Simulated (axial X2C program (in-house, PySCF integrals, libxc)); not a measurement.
# P₂⁻: cheaper levels and CCSD(T), 2c

All values were computed with an axial X2C code built on PySCF integrals. Two-component (2c) means X2C with spin–orbit coupling and atomic mean-field two-electron Coulomb and Gaunt terms. Basis: P dyall-av3z [9s8p3d2f] (cores contracted in-house); Gaussian nuclei, density fitting, unrestricted open shells. Masses: P 30.974 u.

State: Ω = 1/2 (⟨Sz⟩ = -0.50, ⟨Lz⟩ = 1.00 at HF); fragments P- + P.

| level | Re (Å) | ωe (cm⁻¹) | De (eV) |
| --- | --- | --- | --- |
| PBE0 | 1.974 | 693.3 | 4.68 |
| HF | 1.951 | 750.7 | 2.08 |
| MP2 | 2.000 | 643.0 | 4.70 |
| CCSD | 1.985 | 682.0 | 4.21 |
| M06 | 1.980 | 681.2 | 4.86 |

Correlated methods: 11 electrons correlated (number of frozen shells: P 2 s, 1 p), 201 virtual spin orbitals or spinors in MP2, 90 natural virtuals in coupled cluster.

CCSD(T), same Hamiltonian and basis:

Re = 2.001 Å, ωe = 652.5 cm⁻¹, De = 4.52 eV; T1 = 0.017 (Lee–Taylor normalisation).

Problem. Give the differences from CCSD(T) in the columns below.

Solution. 

| level | ΔRe (Å) | Δωe (cm⁻¹) | ΔDe (eV) |
| --- | --- | --- | --- |
| PBE0 | -0.027 | 41 | 0.16 |
| HF | -0.050 | 98 | -2.44 |
| MP2 | -0.001 | -10 | 0.18 |
| CCSD | -0.016 | 30 | -0.31 |
| M06 | -0.021 | 29 | 0.34 |

Occupations by symmetry block were frozen at the best pattern of an incomplete PBE0 search. De is counted from the lowest determinant-based energies of the atoms at the same level, without counterpoise correction. Density functionals use the spin component along the axis (collinear). Coupled cluster ran in a truncated set of natural virtual spinors; the MP2 energy of the rest was added. (T) has no such correction and the atoms are truncated less, which lowers De at CCSD(T) by a hundredth of an eV or more. A 2c atom that is not at its ground J level misses part of its spin–orbit lowering, and De is too large by that part (0.04 eV or less for light atoms). This holds for PBE0, CCSD. The functionals have no current-density term, which raises determinants with orbital currents, atoms included. The highest occupied level of some functionals is positive through self-interaction error; at Hartree–Fock it is bound. Hartree–Fock gets electron affinities wrong, so its lowest charge split need not be the true one.
